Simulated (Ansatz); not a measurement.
System: Si₂H₆, charge 1, multiplicity 2. 
Coordinates optimised at B3LYP-D3(BJ)/def2-TZVP (Ansatz, a first-principles code):
```
Si
H 1 1.4708
H 1 1.4708 2 118.16
H 1 1.4708 2 118.16 3 -153.34
Si 1 2.7729 2 97.86 3 103.33
H 5 1.4708 1 97.86 2 -178.94
H 5 1.4708 6 118.16 1 -103.33
H 5 1.4708 6 118.16 7 -153.34
```
Charge +1, spin multiplicity 2.

Basis-set convergence of Hartree-Fock and CCSD(T) correlation energies (hartree) with Ansatz. Correlated levels leave the core frozen unless marked. UHF or UKS for open shells. Spin-orbit coupling is left out. Non-relativistic.

| basis | functions | E(HF) | E(corr, CCSD(T)) |
|---|---|---|---|
| def2-SVP | 66 | -580.83645 | -0.24090 |
| def2-TZVPP | 168 | ? | ? |

What belongs in the gaps?


- def2-TZVPP, E(HF): -581.05092
- def2-TZVPP, E(corr, CCSD(T)): -0.28634
